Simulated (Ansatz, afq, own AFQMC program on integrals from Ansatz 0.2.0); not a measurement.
AlH3, singlet: AFQMC among the cluster methods

```xyz
4

Al    0.0665   -0.1127    0.0002
H     1.6523   -0.0977    0.0001
H    -2.7194    4.6086   -0.0094
H    -0.7133   -1.4936    0.0031
```

Basis cc-pVDZ. Noble-gas cores (and the filled d shells of Ga–Kr and In–Xe) are frozen. Ansatz 0.2.0 and our own AFQMC program on the same integrals; the CISD trial comes from CCSD amplitudes, and released means the phaseless constraint is let go. ± is one standard error of the sampling.

Determinant: UHF, the one that the program's search chose, which needn't be the lowest solution. The geometry is a point of a scan.

Full CI on the same integrals is exact in this basis and with this determinant's frozen core.

Cautions: unrestricted determinant spin contaminated (⟨S²⟩ 1.00 against 0.00); the CCSDTQ amplitudes may be one of several solutions (largest double 0.57); the ph-AFQMC/CISD walk drifts between its halves (2.0 errors); the next higher spin lies close (within 5 meV by full CI).

* T1 diagnostic: 0.0125
* weight of the determinant in the CISD state: 0.946
* ⟨S²⟩ of the determinant: 1.003
* size of the correlated space: 6 electrons in 28 orbitals

Reference: full CI, correlation energy -2.085 eV. The released energy is read at 2.40 1/Eh (meV from the phaseless value at times in 1/Eh: -1.8 ± 0.8 at 0.24, -1.9 ± 0.6 at 0.51, -2.1 ± 0.6 at 0.99, -2.3 ± 0.5 at 1.62, -3.1 ± 0.5 at 2.40). The cautions show a poor starting determinant, so the rows tell how each method copes with it here, and full CI is the sure value.

| level | E − E(reference) (mEh) | share of correlation (%) |
| --- | --- | --- |
| HF | 76.61 | 0.00 |
| MP2 | 20.87 | 72.76 |
| CCSD | 1.55 | 97.97 |
| CCSD(T) | 0.49 | 99.36 |
| CCSDT | 0.05 | 99.94 |
| CCSDT(Q) | 0.03 | 99.96 |
| CCSDTQ | 0.00 | 100.00 |
| ph-AFQMC/CISD | 0.11 ± 0.03 | 99.86 |
| released AFQMC | -0.01 ± 0.02 | 100.01 |

CCSDT and higher add their correlation energy to the determinant of the CCSD(T) run, since their own runs factorise the integrals more tightly (a shift of under 2 meV). A walk keeps the symmetry of its determinant, which the program's search chose and which needn't be the lowest solution, so a lower state of the same spin and another symmetry isn't excluded. Released energies are given only where the last usable release times agree within the noise; a slower fall can still hide under it.
